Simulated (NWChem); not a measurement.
# One shape, several levels: triplet BN2H5

Wanted: a comparison of 5 runs (U-r2SCAN/6-311+G**, UB3LYP/6-311+G**, UM06-L/6-311+G**, UPBE0/6-311+G**, USVWN5/6-311+G**) of triplet BN2H5. 

The calculation is run with NWChem 7.3.0.

4 further runs of the same task are left out: 4 that didn't finish.

### 1 The system as given

The species is BN2H5 (8 atoms), meant as a triplet with charge 0. SMILES of the parent species: `NBN`. Geometry: relaxed at PBE0-D4/def2-TZVP. That shape belongs to the parent species and isn't relaxed for this state.

Bond lengths: N1–B2 1.409 Å, B2–N3 1.409 Å, N1–H4 1.005 Å, N1–H5 1.002 Å, B2–H6 1.200 Å, N3–H7 1.003 Å, N3–H8 1.005 Å. Angles: N1–B2–N3 122.9°, N1–B2–H6 118.5°, N3–B2–H6 118.5°, B2–N1–H4 124.5°, B2–N1–H5 121.9°, B2–N3–H7 121.9°, B2–N3–H8 124.5°, H4–N1–H5 113.6°, H7–N3–H8 113.6°.

### 2 A single-point energy at U-r2SCAN/6-311+G(d,p) (run 1)

File bh5n2.nw:

```
start bh5n2
memory stack 880 mb heap 220 mb global 1100 mb
geometry noautosym nocenter noautoz
N    -0.971000    0.516500   -0.581100
B     0.194200    0.386600    0.200500
N     0.848200   -0.845200    0.401400
H    -1.426800   -0.244500   -1.053400
H    -1.423900    1.400900   -0.713700
H     0.649700    1.368600    0.718000
H     1.676700   -0.919800    0.960900
H     0.545000   -1.720300    0.011600
end
basis "ao basis" spherical bse
N library 6-311+G**
B library 6-311+G**
H library 6-311+G**
end
dft
xc r2scan
mult 3
grid fine
convergence energy 1e-08
iterations 100
mulliken
print medium
end
task dft energy
```

The run is started by

```console
$ nwchem bh5n2.nw > bh5n2.out
```

What it wrote:

```text
[...]
          Wavefunction type:  spin polarized.
          No. of atoms     :     8
          No. of electrons :    24
[...]
          Charge           :     0
          Spin multiplicity:     3
[...]
          AO basis - number of functions:    96
[...]
              XC Information
              --------------
                      r^2SCAN Method XC Functional
               r^2SCAN metaGGA Exchange Functional  1.000
                     r^2SCAN Correlation Potential  1.000
[...]
 d= 0,ls=0.0,diis     1   -137.1583682250 -2.06D+02  8.52D-02  8.88D-02     4.6
[...]
 d= 0,ls=0.5,diis    43   -137.2004585681 -9.93D-09  5.10D-06  1.30D-08   175.5
[...]
         Total DFT energy =     -137.200458575860
      One electron energy =     -318.857731978237
           Coulomb energy =      132.379628452179
    Exchange-Corr. energy =      -19.574954852821
 Nuclear repulsion energy =       68.852599803019
[...]
      Total Density - Mulliken Population Analysis
     ---------------------------------------------
    Atom       Charge   Shell Charges
 -----------   ------   -------------------------------------------------------
    1 N    7     6.70   1.10  0.89  0.78  0.90  1.79  0.59  1.11 -0.59  0.11  0.01
    2 B    5     6.29   1.13  0.85  0.50  0.63  0.99  0.37  0.21  1.16  0.28  0.13
    3 N    7     6.70   1.10  0.89  0.78  0.90  1.79  0.59  1.11 -0.59  0.11  0.01
    4 H    1     0.85   0.26  0.38  0.16  0.05
    5 H    1     0.81   0.27  0.41  0.10  0.05
    6 H    1     1.00   0.26  0.57  0.15  0.02
    7 H    1     0.81   0.27  0.41  0.10  0.05
    8 H    1     0.85   0.26  0.38  0.16  0.05
[...]
      <S2> =      2.0274 (Exact =     2.0000)
[...]
```

Wall time 3 min (1 thread of Intel Xeon Platinum 8259CL at 2.50GHz (Skylake/Cascade Lake), shared host); peak memory 0.11 GiB.

### 3 A single-point energy at UB3LYP/6-311+G(d,p) (run 2)

File bh5n2.nw:

```
start bh5n2
title "BH5N2 B3LYP"
memory stack 880 mb heap 220 mb global 1100 mb
charge 0
geometry units bohr noautosym nocenter noautoz
N   -1.83492407   0.97604354  -1.09811985
B    0.36698481   0.73056812   0.37889009
N    1.60286570  -1.59719652   0.75853607
H   -2.69626123  -0.46203804  -1.99063750
H   -2.69078103   2.64731733  -1.34869754
H    1.22775506   2.58627917   1.35682336
H    3.16850379  -1.73817009   1.81583783
H    1.02990074  -3.25089585   0.02192082
end
basis spherical bse
N library 6-311+G**
B library 6-311+G**
H library 6-311+G**
end
dft
xc b3lyp
mult 3
grid fine
convergence energy 1e-08
iterations 100
mulliken
print medium
end
task dft energy
```

The run is started by

```console
$ nwchem bh5n2.nw > bh5n2.out
```

What it wrote:

```text
[...]
          Wavefunction type:  spin polarized.
          No. of atoms     :     8
          No. of electrons :    24
[...]
          Charge           :     0
          Spin multiplicity:     3
[...]
          AO basis - number of functions:    96
[...]
              XC Information
              --------------
                         B3LYP Method XC Potential
                     Hartree-Fock (Exact) Exchange  0.200
                        Slater Exchange Functional  0.800 local
                    Becke 1988 Exchange Functional  0.720 non-local
              Lee-Yang-Parr Correlation Functional  0.810
                  VWN I RPA Correlation Functional  0.190 local
[...]
 d= 0,ls=0.0,diis     1   -137.2459459878 -2.06D+02  8.13D-02  1.19D-01     3.7
[...]
 d= 0,ls=0.0,diis    12   -137.2949162028 -1.10D-09  6.22D-07  3.21D-11    39.3
[...]
         Total DFT energy =     -137.294916202849
      One electron energy =     -318.917699984439
           Coulomb energy =      132.441018046503
    Exchange-Corr. energy =      -19.670829114738
 Nuclear repulsion energy =       68.852594849825
[...]
      <S2> =      2.0226 (Exact =     2.0000)
[...]
```

Wall time 40 s (1 thread of Intel Xeon Platinum 8259CL at 2.50GHz (Skylake/Cascade Lake), shared host); peak memory 0.11 GiB.

Run 3 isn't shown in full; the table further down has it.

### 4 A single-point energy at UPBE0/6-311+G(d,p) (run 4)

File work.nw:

```
start work
title "BH5N2"
memory total 2200 mb

geometry units angstrom noautosym nocenter noautoz
 N    -0.971000    0.516500   -0.581100
 B     0.194200    0.386600    0.200500
 N     0.848200   -0.845200    0.401400
 H    -1.426800   -0.244500   -1.053400
 H    -1.423900    1.400900   -0.713700
 H     0.649700    1.368600    0.718000
 H     1.676700   -0.919800    0.960900
 H     0.545000   -1.720300    0.011600
end

basis spherical bse
 * library 6-311+G**
end

dft
 xc pbe0
 mult 3
 grid fine
 convergence energy 1e-08
 iterations 100
 mulliken
 print medium
end

task dft energy
```

The run is started by

```console
$ nwchem work.nw > work.out
```

What it wrote:

```text
[...]
          Wavefunction type:  spin polarized.
          No. of atoms     :     8
          No. of electrons :    24
[...]
          Charge           :     0
          Spin multiplicity:     3
[...]
          AO basis - number of functions:    96
[...]
              XC Information
              --------------
                         PBE0 Method XC Functional
                     Hartree-Fock (Exact) Exchange  0.250
          PerdewBurkeErnzerhof Exchange Functional  0.750
            Perdew 1991 LDA Correlation Functional  1.000 local
           PerdewBurkeErnz. Correlation Functional  1.000 non-local
[...]
 d= 0,ls=0.0,diis     1   -137.0685719519 -2.06D+02  7.12D-02  8.77D-02     3.7
[...]
 d= 0,ls=0.0,diis    11   -137.1132473084 -8.39D-09  5.29D-06  3.21D-10    36.2
[...]
         Total DFT energy =     -137.113247308432
      One electron energy =     -318.827627872733
           Coulomb energy =      132.340130022950
    Exchange-Corr. energy =      -19.478349261668
 Nuclear repulsion energy =       68.852599803019
[...]
      Total Density - Mulliken Population Analysis
     ---------------------------------------------
    Atom       Charge   Shell Charges
 -----------   ------   -------------------------------------------------------
    1 N    7     6.69   1.10  0.90  0.78  0.89  1.78  0.59  1.14 -0.61  0.12  0.01
    2 B    5     6.36   1.13  0.86  0.51  0.64  1.01  0.36  0.21  1.23  0.28  0.14
    3 N    7     6.69   1.10  0.90  0.78  0.89  1.78  0.59  1.14 -0.61  0.12  0.01
    4 H    1     0.82   0.26  0.38  0.13  0.05
    5 H    1     0.81   0.27  0.40  0.10  0.05
    6 H    1     0.99   0.26  0.56  0.16  0.01
    7 H    1     0.81   0.27  0.40  0.10  0.04
    8 H    1     0.82   0.26  0.38  0.13  0.05
[...]
      <S2> =      2.0294 (Exact =     2.0000)
[...]
```

Wall time 37 s (1 thread of Intel Xeon Platinum 8259CL at 2.50GHz (Skylake/Cascade Lake), shared host); peak memory 0.11 GiB.

### 5 The energy at USVWN5/6-311+G(d,p) (run 5)

File geom.nw:

```
START geom
memory 2200 mb
GEOMETRY units angstrom noautosym nocenter noautoz
N    -0.971000    0.516500   -0.581100
B     0.194200    0.386600    0.200500
N     0.848200   -0.845200    0.401400
H    -1.426800   -0.244500   -1.053400
H    -1.423900    1.400900   -0.713700
H     0.649700    1.368600    0.718000
H     1.676700   -0.919800    0.960900
H     0.545000   -1.720300    0.011600
END
BASIS spherical bse
* library 6-311+G**
END
DFT
xc slater vwn_5
mult 3
grid fine
convergence energy 1e-08
maxiter 100
mulliken
END
TASK dft energy
```

The run is started by

```console
$ nwchem geom.nw > geom.out
```

What it wrote:

```text
[...]
          Wavefunction type:  spin polarized.
          No. of atoms     :     8
          No. of electrons :    24
[...]
          Charge           :     0
          Spin multiplicity:     3
[...]
          AO basis - number of functions:    96
[...]
              XC Information
              --------------
                        Slater Exchange Functional  1.000 local
                      VWN V Correlation Functional  1.000 local
[...]
 d= 0,ls=0.0,diis     1   -136.0272032127 -2.05D+02  1.71D-01  2.70D-01     2.5
[...]
 d= 0,ls=0.5,diis    30   -136.0783816079 -9.79D-09  9.92D-06  1.89D-08    55.6
[...]
         Total DFT energy =     -136.078381618486
      One electron energy =     -318.883907406659
           Coulomb energy =      132.322408590070
    Exchange-Corr. energy =      -18.369482604916
 Nuclear repulsion energy =       68.852599803019
[...]
      Total Density - Mulliken Population Analysis
     ---------------------------------------------
    Atom       Charge   Shell Charges
 -----------   ------   -------------------------------------------------------
    1 N    7     6.77   1.08  0.91  0.81  0.89  1.74  0.59  1.17 -0.55  0.12  0.01
    2 B    5     6.25   1.11  0.87  0.54  0.64  0.96  0.38  0.25  1.13  0.22  0.13
    3 N    7     6.77   1.08  0.91  0.81  0.89  1.74  0.59  1.17 -0.55  0.12  0.01
    4 H    1     0.82   0.25  0.37  0.15  0.04
    5 H    1     0.81   0.26  0.39  0.11  0.04
    6 H    1     0.97   0.25  0.54  0.17  0.01
    7 H    1     0.81   0.26  0.39  0.12  0.04
    8 H    1     0.82   0.25  0.37  0.15  0.04
[...]
      <S2> =      2.0052 (Exact =     2.0000)
[...]
```

It took 59 s on 1 thread of Intel Xeon Platinum 8259CL at 2.50GHz (Skylake/Cascade Lake), shared host; peak memory 0.12 GiB.

### 6 Overview of the runs

```
run               level  energy (Eh)  dipole moment (D)  HOMO energy (eV)   ⟨S²⟩  wall time
  1  U-r2SCAN/6-311+G**  -137.200459               2.99             -1.85  2.027      3 min
  2    UB3LYP/6-311+G**  -137.294916               2.38             -2.15  2.023       40 s
  3    UM06-L/6-311+G**  -137.243014               3.88             -1.58  2.021    4.1 min
  4     UPBE0/6-311+G**  -137.113247               2.94             -2.21  2.029       37 s
  5    USVWN5/6-311+G**  -136.078382               2.15             -1.95  2.005       59 s
```

### 7 What came out

| quantity | value |
| --- | --- |
| run 5: total energy | -136.07838 Eh |
| run 5: dipole moment | 2.15 D |
| run 5: HOMO energy (highest over α and β) | -1.95 eV |
| run 5: ⟨S²⟩ | 2.005 |

In words: The dipole moment (its size) runs from 2.15 D (USVWN5/6-311+G**) to 3.88 D (UM06-L/6-311+G**). Totals of different functionals can't be ranked against each other. All runs together took 9.4 min, the longest 4.1 min.
